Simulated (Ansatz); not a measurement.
# CHAlP (quartet): from Hartree-Fock to the top rungs, cc-pVDZ

How much of the correlation energy of CHAlP (quartet) does each wave-function method recover here?

Program: Ansatz 0.2.0, Gaussian basis. Level of theory: cc-pVDZ, core rule «outside noble gas», up to 11 orbitals frozen. These are calculated values, not measurements.

The runs, in order: UHF; CCSD(T) on ROHF; CCSD(T) on UHF; BCCD(T) on ROHF; CISD as a restricted active space (open shells left free, so some higher excitations enter); CCSDT(Q) on ROHF; CCSDT(Q) on UHF.

18 further runs of the same task are left out: 6 that didn't finish, 12 set aside as unsound or not needed. Runs told in other sessions of the task aren't counted.

## 1. The system

The geometry is a PBE0/def2-TZVP stationary point (not a proven minimum) of the parent state, kept for this charge and spin.

4 atoms, charge 0, spin multiplicity 4.

Atoms are counted from 1 here; the program's logs count them from 0.

Bond lengths: Al1–C3 1.813 Å, Al1–H4 1.559 Å, P2–C3 1.575 Å. Angles: C3–Al1–H4 180.0°, Al1–C3–P2 180.0°.

## 2. UHF

in.yaml

```yaml
crystal:
  periodic: [false, false, false]
  atoms:
    - {symbol: Al, position_ang: [0.000000, 0.000000, -0.910497]}
    - {symbol: P, position_ang: [0.000000, 0.000000, 2.477321]}
    - {symbol: C, position_ang: [0.000000, 0.000000, 0.902670]}
    - {symbol: H, position_ang: [0.000000, 0.000000, -2.469495]}
basis:
  gaussian: {orbitals: cc-pVDZ}
magnetization: {spin_polarized: true, initial_magnetization: 3}
hamiltonian: {xc: hf}
output: {orbitals: {seedname: orbitals}}
```

On the command line:

```bash
$ ansatz run in.yaml --threads 1 --pin off --events-out ev --progress --plain --max-ram 2393MiB
```

After this run come: CCSD(T) on ROHF; CCSD(T) on UHF; BCCD(T) on ROHF; CISD as a restricted active space (open shells left free, so some higher excitations enter); CCSDT(Q) on ROHF; CCSDT(Q) on UHF.

Q: Predict the results of all the runs planned. Wanted: RCCSDT(Q) from the RHF energy; RMP2 from RCCSDT(Q); UMP2 from RCCSDT(Q); RCCSD from RCCSDT(Q); RCCSD(T) from RCCSDT(Q); UCCSD(T) from RCCSDT(Q); UCCSDT(Q) from RCCSDT(Q); T1 diagnostic.

**Answer**, as computed:

| quantity | value |
| --- | --- |
| RCCSDT(Q) from the ROHF energy | -8.3793 eV |
| RMP2 from RCCSDT(Q) | +133.2 kJ/mol |
| UMP2 from RCCSDT(Q) | +154.3 kJ/mol |
| RCCSD from RCCSDT(Q) | +43.0 kJ/mol |
| RCCSD(T) from RCCSDT(Q) | +9.4 kJ/mol |
| UCCSD(T) from RCCSDT(Q) | +10.3 kJ/mol |
| UCCSDT(Q) from RCCSDT(Q) | -0.3 kJ/mol |
| levels within 1 kcal/mol (43 meV) | RCCSDT, UCCSDT, UCCSDT(Q) |
| T1 diagnostic | 0.035 |

RCCSD(T) lands +9.4 kJ/mol from the yardstick (1.2 % of the correlation energy). These misses are within one basis, not against nature; the frozen cores of restricted and unrestricted runs differ, which can shift their rows.

With open shells the CI space here admits some higher excitations, so it is larger than plain CISD.
